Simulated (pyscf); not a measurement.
Optimised with ωB97X-D3(BJ)/def2-SVP in PySCF. MP2 and CC: frozen core, UHF for open shells. ΔMP2 is the change of the MP2 total energy from the triple- to the quadruple-zeta basis.

Problem. Estimate by transition-state theory the rate constant of `[F][SiH2][F]` + `[SiH2]` [singlet] → `[F][SiH]` [singlet] + `[F][SiH3]` (singlet surface; F–Si, H–Si broken, F–Si, H–Si formed) at 1200 K, with CCSD(T)/def2-TZVPP + ΔMP2(QZVPP) energies (ideal gas, 1 atm, RRHO with modes under 100 cm⁻¹ raised to 100, one conformer, R ln 2 for chiral ones without a mode under 150 cm⁻¹; no tunnelling).

Solution. The electronic barrier is 5.4 kcal/mol and the thermal terms add +47.1, so ΔG‡ = 52.5 kcal/mol. With k_BT/h = 2.50e+13 s⁻¹ and RT = 2.385 kcal/mol, and a volume of 1.64e-19 cm³ per molecule at 1 atm, k = 1.1e-15 cm³ molecule⁻¹ s⁻¹. Wigner's tunnelling factor for 161i cm⁻¹ would be 1.00. A shift of 1 kcal/mol in the barrier changes k by a factor 1.5. On the reactant side the descent ends in an adduct with a F–Si contact, 9.5 kcal/mol under the separated species and 8.9 kcal/mol under the saddle at ωB97X-D3(BJ)/def2-TZVP. On the product side the descent ends in an adduct with a Si–Si, H–Si contact, 11.5 kcal/mol under the separated species and 14.1 kcal/mol under the saddle at ωB97X-D3(BJ)/def2-TZVP. What is counted as formed (F–Si) is already present as a longer contact in the reactant adduct; forming that adduct is a step of its own. What is counted as broken (H–Si) persists as a longer contact in the product adduct; parting that adduct is a step of its own. At ωB97X-D3(BJ)/def2-TZVP the barrier from the zero used here is -0.6 kcal/mol. This is the saddle that the search found; another between the same sides may lie lower. The CCSD(T) − MP2 part came from Ansatz, without density fitting, on the same reference.
